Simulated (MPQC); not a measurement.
**One shape, several levels: CHO+ (SMILES C#[O+])**

Aim: a comparison of 6 runs (HF/STO-3G, HF/3-21G, HF/def2-SVP, B3LYP/6-31G*, PBE0/def2-SVP, PBE/cc-pVTZ) of CHO+. 

Program for the calculation: MPQC 2.3.1.

5 further runs of the same task are left out: 5 set aside as unsound or not needed.

**1. Starting point**

CHO+: 3 atoms, total charge +1, spin state singlet. As SMILES, `C#[O+]`. Geometry: relaxed at GFN2-xTB.

Bond lengths: C1–O2 1.091 Å, C1–H3 1.098 Å. Angles: O2–C1–H3 179.9°.

**2. Energy and gradient at HF/STO-3G (run 1)**

Contents of input.in:

```
% CHO
molecule<Molecule>: (
    symmetry = c1
    unit = bohr
    { atoms geometry } = {
        C  [ 0.00124722     0.00449755     0.00151178 ]
        O  [ 0.31029303     2.00447029     0.39134338 ]
        H  [ -0.31154025    -2.00896784    -0.39285516 ]
    }
)
basis<GaussianBasisSet>: (
    name = "STO-3G"
    molecule = $:molecule
    basisdir = "."
    puream = yes
)
mpqc: (
    checkpoint = no
    savestate = no
    restart = no
    do_energy = yes
    do_gradient = yes
    optimize = no
    mole<CLHF>: (
        molecule = $:molecule
        basis = $:basis
        total_charge = 1
        memory = 1000000000
        print_evals = yes
        print_npa = yes
        maxiter = 120
        value_accuracy = 1e-08
        guess_wavefunction<CLHF>: (
            molecule = $:molecule
            total_charge = 1
            memory = 1000000000
            value_accuracy = 1e-3
            basis<GaussianBasisSet>: (
                name = "MINI (Huzinaga)"
                molecule = $:molecule
            )
        )
    )
)
```

The basis set STO-3G is read from a file made from the Basis Set Exchange's data (not shown).

Run with:

```sh
$ mpqc input.in > input.out
```

The log of the run:

```text
MPQC: Massively Parallel Quantum Chemistry
[...]
  LUMO is     8   A =  -0.133788
  total scf energy = -111.4971233474
[...]
Value of the MolecularEnergy: -111.4971233474
  Gradient of the MolecularEnergy:
      1    0.0228278264
      2    0.1472521546
      3    0.0287869082
      4   -0.0263407839
      5   -0.1701624917
      6   -0.0332212012
      7    0.0035129575
      8    0.0229103371
      9    0.0044342929
  Function Parameters:
    value_accuracy    = 2.026493e-09 (1.000000e-08) (computed)
[...]
      symmetry = c1
[...]
```

Wall time 0.16 s (1 thread of Intel Xeon 6975P-C (Granite Rapids), shared host).

**3. Energy and forces at HF/3-21G (run 2)**

Contents of input.in:

```
molecule<Molecule>: (
  symmetry = c1
  unit = bohr
  { atoms geometry } = {
    C  [ 0.00124722   0.00449755   0.00151178 ]
    O  [ 0.31029303   2.00447029   0.39134338 ]
    H  [ -0.31154025  -2.00896784  -0.39285516 ]
  }
)
basis<GaussianBasisSet>: (
  name = "3-21G"
  molecule = $:molecule
  basisdir = "."
  puream = yes
)
mpqc: (
  checkpoint = no
  savestate = no
  restart = no
  do_energy = yes
  do_gradient = yes
  optimize = no
  mole<CLHF>: (
    molecule = $:molecule
    basis = $:basis
    total_charge = 1
    memory = 1000000000
    print_evals = yes
    print_npa = yes
    maxiter = 120
    value_accuracy = 1e-08
    guess_wavefunction<CLHF>: (
      molecule = $:molecule
      total_charge = 1
      memory = 1000000000
      value_accuracy = 1e-3
      basis<GaussianBasisSet>: (
        name = "STO-3G"
        molecule = $:molecule
      )
    )
  )
)
```

The basis set 3-21G is read from a file made from the Basis Set Exchange's data (not shown).

Run with:

```sh
$ mpqc input.in > input.out
```

The log of the run:

```text
MPQC: Massively Parallel Quantum Chemistry
[...]
  LUMO is     8   A =  -0.190862
  total scf energy = -112.3205707641
[...]
Value of the MolecularEnergy: -112.3205707641
  Gradient of the MolecularEnergy:
      1    0.0068767404
      2    0.0437580076
      3    0.0086615433
      4   -0.0046365279
      5   -0.0296691962
      6   -0.0058427582
      7   -0.0022402126
      8   -0.0140888114
      9   -0.0028187851
  Function Parameters:
    value_accuracy    = 1.960247e-09 (1.000000e-08) (computed)
[...]
      symmetry = c1
[...]
```

It took 0.16 s on 1 thread of Intel Xeon 6975P-C (Granite Rapids), shared host.

Runs 3 to 5 aren't shown in full; the table further down has their settings and results.

**4. Energy and forces at PBE/cc-pVTZ (run 6)**

Contents of run.in:

```
molecule<Molecule>: (
    symmetry = c1
    unit = bohr
    { atoms geometry } = {
        C  [ 0.00124722   0.00449755   0.00151178 ]
        O  [ 0.31029303   2.00447029   0.39134338 ]
        H  [ -0.31154025  -2.00896784  -0.39285516 ]
    }
)
basis<GaussianBasisSet>: (
    name = "cc-pVTZ"
    molecule = $:molecule
    basisdir = "."
    puream = yes
)
mpqc: (
    checkpoint = no
    savestate = no
    restart = no
    do_energy = yes
    do_gradient = yes
    optimize = no
    mole<CLKS>: (
        molecule = $:molecule
        basis = $:basis
        total_charge = 1
        memory = 1000000000
        print_evals = yes
        print_npa = yes
        maxiter = 120
        value_accuracy = 1e-08
        functional<StdDenFunctional>: ( name = "PBE" )
        integrator<RadialAngularIntegrator>: ( grid = xfine )
        guess_wavefunction<CLHF>: (
            molecule = $:molecule
            total_charge = 1
            memory = 1000000000
            value_accuracy = 1e-3
            basis<GaussianBasisSet>: (
                name = "STO-2G"
                molecule = $:molecule
            )
        )
    )
)
```

The basis set cc-pVTZ is read from a file made from the Basis Set Exchange's data (not shown).

Run with:

```sh
$ mpqc run.in > run.out
```

The log of the run:

```text
MPQC: Massively Parallel Quantum Chemistry
[...]
  Integrated electron density error = -0.000210901057
  iter     1 energy = -113.0162622082 delta = 7.78477e-02
  Integrated electron density error = 0.000012156908
  iter     2 energy = -113.3768116027 delta = 6.63382e-02
[...]
  Integrated electron density error = 0.000000191126
  iter    12 energy = -113.4652265743 delta = 2.72253e-07
  Integrated electron density error = 0.000000191126
  iter    13 energy = -113.4652265743 delta = 4.94039e-08
  Integrated electron density error = 0.000000191125
  iter    14 energy = -113.4652265743 delta = 1.96642e-08
[...]
  LUMO is     8   A =  -0.415559
  total scf energy = -113.4652265743
[...]
  Integrated electron density error = 0.000000191683
  Total Gradient:
[...]
Value of the MolecularEnergy: -113.4652265743
  Gradient of the MolecularEnergy:
      1    0.0096650375
      2    0.0621103675
      3    0.0121751462
      4   -0.0100139796
      5   -0.0645627232
      6   -0.0126184359
      7    0.0003489422
      8    0.0024523557
      9    0.0004432897
  Closed Shell Kohn-Sham (CLKS) Parameters:
    Function Parameters:
[...]
        symmetry = c1
[...]
```

It took 19 s on 1 thread of Intel Xeon 6975P-C (Granite Rapids), shared host; peak memory 0.5 GiB.

**5. The series**

```tsv
run	level	starting guess	integration grid	energy (Eh)	HOMO energy (eV)	LUMO energy (eV)	HOMO–LUMO gap (eV)	wall time
1	HF/STO-3G	MINI (Huzinaga)	–	-111.497123	-27.18	-3.64	23.53	0.16 s
2	HF/3-21G	STO-3G	–	-112.320571	-27.25	-5.19	22.06	0.16 s
3	HF/def2-SVP	STO-3G	–	-112.876696	-27.10	-5.15	21.94	0.32 s
4	B3LYP/6-31G* (spherical functions)	STO-3G	xfine	-113.541800	-22.69	-10.20	12.49	2.4 s
5	PBE0/def2-SVP	STO-3G	xfine	-113.331750	-23.16	-10.00	13.16	3.3 s
6	PBE/cc-pVTZ	STO-2G	xfine	-113.465227	-21.35	-11.31	10.04	19 s
```

**6. What came out**

| quantity | value |
| --- | --- |
| run 6: total energy | -113.46523 Eh |
| run 6: HOMO energy | -21.35 eV |
| run 6: LUMO energy | -11.31 eV |
| run 6: HOMO–LUMO gap | 10.04 eV |
| run 6: largest force on an atom | 3.422 eV/Å |

What this shows: The HOMO–LUMO gap runs from 10.04 eV (PBE/cc-pVTZ) to 23.53 eV (HF/STO-3G). The two ends differ in method and basis. Totals of different functionals can't be ranked against each other. In run 1 the basis is minimal, so the values are rough. All runs together took 25 s, the longest 19 s.
